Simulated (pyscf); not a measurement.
Single points on ωB97X-D3(BJ)/def2-SVP structures (PySCF, gas phase). Correlated levels are frozen-core, on RHF or UHF. ΔMP2 is the change of the MP2 total energy from the triple- to the quadruple-zeta basis.

### Question
Estimate by transition-state theory (the high-pressure limit) the rate constant of F–GaH₂ (SMILES [F][GaH2]) -> GaH (SMILES [GaH]) [singlet] + HF (SMILES F) (singlet surface; F–Ga, Ga–H broken, F–H formed) at 1200 K, with CCSD(T)/def2-TZVPP + ΔMP2(QZVPP) energies (ideal gas, 1 atm, RRHO with modes under 100 cm⁻¹ raised to 100, one conformer, R ln 2 for rigid chiral ones; no tunnelling).

### Answer
The electronic barrier is 60.5 kcal/mol and the thermal terms add -3.3, so ΔG‡ = 57.1 kcal/mol. With k_BT/h = 2.50e+13 s⁻¹ and RT = 2.385 kcal/mol, k = 9.9e+02 s⁻¹; so small a molecule is far into fall-off at 1 atm, where the true rate is lower. Wigner's tunnelling factor for 1393i cm⁻¹ would be 1.12. A shift of 1 kcal/mol in the barrier changes k by a factor 1.5. One saddle was located; it need not be the lowest between these sides. The CCSD(T) − MP2 part came from Ansatz, without density fitting, on the same reference. The frozen core leaves the outer d or s,p core shells of the metals and heavy elements correlated in the MP2 and CC values, and def2-TZVPP describes them poorly, which can shift differences by a few kcal/mol. Elements up to Kr have no core potential and no relativistic terms here.
